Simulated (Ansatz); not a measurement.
Ansatz (a quantum-chemistry and plane-wave program) input (B3LYP/6-31G*):

Ansatz 0.2 input:
```yaml
crystal:
  periodic: [false, false, false]
  atoms:
    - {symbol: O, position_ang: [0.02055575, 1.37954633, -0.01097938]}
    - {symbol: C, position_ang: [-0.01134845, 0.01890589, 0.22432295]}
    - {symbol: H, position_ang: [0.91976598, 1.70434922, 0.11067332]}
    - {symbol: C, position_ang: [-1.34682762, -0.56808966, -0.05151891]}
    - {symbol: C, position_ang: [1.23987973, -0.74032850, -0.04973274]}
    - {symbol: H, position_ang: [-1.55796574, -0.61643837, -1.13244864]}
    - {symbol: H, position_ang: [1.46139415, -0.79556071, -1.12918124]}
    - {symbol: H, position_ang: [-2.13554147, 0.03305249, 0.40408140]}
    - {symbol: H, position_ang: [2.10665427, -0.27840017, 0.43425102]}
    - {symbol: H, position_ang: [-1.41082895, -1.58326961, 0.34158965]}
    - {symbol: H, position_ang: [1.16185374, -1.76302978, 0.32044181]}
basis:
  gaussian:
    orbitals: 6-31G*
hamiltonian:
  xc: {name: B3LYP}
magnetization: {spin_polarized: true, initial_magnetization: 1}
output: {forces: true}
```

Output:

```
WARN ansatz: RAYON_NUM_THREADS=1 ignored (pool sized by the plan → 1); use --threads N
Functional definition: B3LYP
integrals: 0.03 GiB planned
784 factors; integrals over basis functions are off by at most 1.5e-3 eV
mean field: 0.33 GiB planned
mean field evaluation 1: about -5263.6413 eV, gradient 4.0e1 eV
mean field evaluation 2: about -5261.1576 eV, gradient 4.7e1 eV
mean field evaluation 4: about -5270.5382 eV, gradient 1.7e0 eV
mean field evaluation 8: about -5270.7833 eV, gradient 1.6e-1 eV
mean field evaluation 16: about -5270.7835 eV, gradient 1.4e-4 eV
mean field -5270.78349331 eV, -193.6977207138 hartree, gradient 5.5e-5 eV, S^2 0.753147; 0 other end points of the search recorded, 0 dependent functions left out
the calculation of the forces begins
reference -5270.78367931 eV, -193.6977275490 hartree; 17, 16 occupied and 57, 58 virtual orbitals, 784 factors
Total energy: -5270.78367931 eV, -193.6977275490 hartree
Atom 0 at     0.020556     1.379546    -0.010979 Å, force    -0.361556     0.102859    -0.086432 eV/Å
Atom 1 at    -0.011348     0.018906     0.224323 Å, force     0.087276     0.084001     0.163192 eV/Å
Atom 2 at     0.919766     1.704349     0.110673 Å, force     0.288212     0.043025     0.059727 eV/Å
Atom 3 at    -1.346828    -0.568090    -0.051519 Å, force    -0.032223     0.014305    -0.070094 eV/Å
Atom 4 at     1.239880    -0.740328    -0.049733 Å, force    -0.000295    -0.013958    -0.067107 eV/Å
Atom 5 at    -1.557966    -0.616438    -1.132449 Å, force    -0.070094    -0.024840    -0.112660 eV/Å
Atom 6 at     1.461394    -0.795561    -1.129181 Å, force     0.074372    -0.035835    -0.112888 eV/Å
Atom 7 at    -2.135541     0.033052     0.404081 Å, force    -0.124547     0.079176     0.057512 eV/Å
Atom 8 at     2.106654    -0.278400     0.434251 Å, force     0.147592     0.052326     0.065477 eV/Å
Atom 9 at    -1.410829    -1.583270     0.341590 Å, force    -0.024115    -0.147959     0.056435 eV/Å
Atom 10 at     1.161854    -1.763030     0.320442 Å, force     0.015378    -0.153100     0.046840 eV/Å
Dipole moment:     0.284956    -0.090580    -0.001583 e Å
```
